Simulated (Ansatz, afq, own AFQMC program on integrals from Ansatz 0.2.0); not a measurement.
# Atomization energy of GaBPH, singlet, worked out

```xyz
4

Ga    0.0000   -0.2748    2.2912
B     0.0000   -0.2972    0.0627
P     0.0000   -0.3214   -1.6468
H     0.0000    0.8934   -0.7071
```

Connectivity, by distances: Ga–B–P, 1 bridging H.

Basis cc-pVDZ. Only valence electrons are correlated. Ansatz 0.2.0 and our own AFQMC program on the same integrals; the CISD trial comes from CCSD amplitudes, and released means the phaseless constraint is let go. Error bars are statistical, one sigma. No spin–orbit coupling.

Total energies in eV. CBS is CCSD(T) at the limit of def2-TZVPP/QZVPP (extrapolated itself); the highest rung of each member is named.

Cautions: inner d shell frozen; no relativity below Rb; no spin-orbit coupling; GaBPH (singlet): higher spins were not checked, raised T1 diagnostic (T1 0.021, weight of the determinant 0.82, largest double 0.08).

| member | count | CCSD(T)/cc-pVDZ | highest rung in cc-pVDZ | which | CCSD(T)/CBS |
| --- | --- | --- | --- | --- | --- |
| Ga (doublet) | +1 | -52333.9248 | -52333.9312 | FCI | -52336.1842 |
| B (doublet) | +1 | -669.1119 | -669.1218 | FCI | -669.4648 |
| P (quartet) | +1 | -9273.4045 | -9273.4147 | FCI | -9274.5665 |
| H (doublet) | +1 | -13.5861 | -13.5861 | FCI | -13.6059 |
| GaBPH, singlet | -1 | -62298.7681 | -62298.8259 | CCSDT(Q) | -62303.8214 |

Work out the best estimate of the atomization energy: the CCSD(T)/CBS difference plus the step from CCSD(T) to the highest rung.

Sums with the counts: CCSD(T)/CBS 10.0000 eV, highest rung 8.7721 eV, CCSD(T)/cc-pVDZ 8.7408 eV. The step is 8.7721 − 8.7408 = 0.0313 eV, so the best estimate is 10.0000 + (0.0313) = 10.0313 eV = 231.3 kcal/mol. The basis set is worth 1.259 eV of it. Zero-point, core-correlation and spin–orbit terms aren't in it. Past Ne the Hartree–Fock part of each CBS total tends to overshoot, since the cores don't follow the formula; that largely cancels in the difference.

Best estimates are given only where the step beyond CCSD(T) is under 0.3 eV and no member's determinant is very poor (T1 over 0.05, or 0.07 for open shells, ⟨S²⟩ too high by 0.3, two states mixed), so the hardest cases are missing from such tables.

CCSDT and higher add their correlation energy to the determinant of the CCSD(T) run, since their own runs factorise the integrals more tightly (a shift of under 2 meV). Each member of a difference takes its own highest rung, so a best estimate needn't equal the limit plus the step of one row.
